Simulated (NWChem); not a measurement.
System: dimethylamine (C2H7N); SMILES CNC

Program: NWChem. Coordinates come from a B3LYP/6-31G* (spherical d) optimisation. Total energies compare along this basis series because the functional is fixed.

```
level            basis functions  energy (Ha)  highest occupied level (eV)  orbital gap (eV)  dipole (D)  relative time
---------------  ---------------  -----------  ---------------------------  ----------------  ----------  -------------
TPSS/def2-SVP                 77    -135.0855                        -4.83              6.11        0.93              1
TPSS/def2-SVPD               116    -135.0978                        -5.13              5.45        0.97              2
TPSS/def2-TZVP               135    -135.2364                        -5.09              5.75        0.96              3
TPSS/def2-TZVPP              191    -135.2390                        -5.10              5.76        0.93              5
```

Times are rough ratios from one shared machine.
